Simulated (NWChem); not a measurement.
# BH5S (SMILES [BH3-][SH2+]): HF/def2-TZVP

What is the vertical ionisation energy of BH5S at HF/def2-TZVP? 

The calculation is run with NWChem 7.3.0.

2 further runs of the same task are left out: 2 set aside as unsound or not needed.

## 1. The system as given

BH5S: 7 atoms, total charge 0, spin state singlet. As SMILES, `[BH3-][SH2+]`. The shape is that of a PBE0-D4/def2-TZVP optimisation.

Bond lengths: B1–S2 1.975 Å, B1–H3 1.207 Å, B1–H4 1.203 Å, B1–H5 1.207 Å, S2–H6 1.346 Å, S2–H7 1.346 Å. Angles: B1–S2–H6 103.7°, B1–S2–H7 103.7°, S2–B1–H3 100.3°, S2–B1–H4 107.0°, S2–B1–H5 100.3°, H6–S2–H7 92.5°, H3–B1–H4 116.2°, H3–B1–H5 113.7°, H4–B1–H5 116.2°.

## 2. The energy at HF/def2-TZVP

Input file geom.xyz:

```xyz
7
BH5S
B     -0.525600    -0.461500    -0.504300
S      0.568600     0.977600     0.290900
H     -1.623200     0.036400    -0.431500
H     -0.344400    -1.447600     0.159700
H     -0.075400    -0.482100    -1.624500
H      0.286000     0.903800     1.604900
H      1.775400     0.405500     0.458900
```

Input file geom.nw:

```
start geom
title "BH5S"
memory total 2200 mb
charge 0

geometry units angstrom noautosym nocenter noautoz
  load geom.xyz
end

basis spherical bse
  * library def2-TZVP
end

scf
  nopen 0
  rhf
  thresh 1e-08
  maxiter 80
  print low
end

task scf energy
```

On the command line:

```
$ nwchem geom.nw > geom.out
```

Output, shortened:

```text
[...]
  functions       =    98
[...]
  wavefunction    = RHF
[...]
         Total SCF energy =   -425.108351248040
      One-electron energy =   -693.661334616561
      Two-electron energy =    213.807764041601
 Nuclear repulsion energy =     54.745219326920
        Time for solution =     15.4s
 Task  times  cpu:       15.8s     wall:       15.8s
[...]
```

It took 17 s on 1 thread of AMD EPYC 7R43 (Zen 3), shared host; peak memory 0.1 GiB.

## 3. The doublet cation

Input file m1.nw:

```
start m1
memory 2200 mb
charge 1

geometry noautosym nocenter noautoz
   B     -0.525600    -0.461500    -0.504300
   S      0.568600     0.977600     0.290900
   H     -1.623200     0.036400    -0.431500
   H     -0.344400    -1.447600     0.159700
   H     -0.075400    -0.482100    -1.624500
   H      0.286000     0.903800     1.604900
   H      1.775400     0.405500     0.458900
end

basis spherical bse
   * library def2-TZVP
end

scf
   doublet
   uhf
   thresh 1e-08
   maxiter 80
   noprint "final vectors analysis"
end

task scf energy
```

On the command line:

```
$ nwchem m1.nw > m1.out
```

Output, shortened:

```text
[...]
  functions       =    98
[...]
  wavefunction    = UHF
[...]
         Total SCF energy =   -424.728091064838
      One electron energy =   -687.057560455380
      Two electron energy =    207.584250063622
 Nuclear repulsion energy =     54.745219326920
                       Sz =      0.5000
                 Sz(Sz+1) =      0.7500
                      S^2 =      0.7650
[...]
```

Run time: 58 s. Hardware: 1 thread of AMD EPYC 7R43 (Zen 3), shared host; peak memory 0.1 GiB.

## 4. Results

Level: HF/def2-TZVP.

```
                                          quantity          value
                        singlet BH5S: total energy  -425.10835 Eh
                      doublet cation: total energy  -424.72809 Eh
                              doublet cation: ⟨S²⟩          0.765
vertical ionisation energy (to the doublet cation)      10.347 eV
```

What this shows: Removing an electron at fixed nuclei costs 10.35 eV (998 kJ/mol). Mulliken charges (doublet cation) run from -0.26 on B1 to +0.34 on H4.
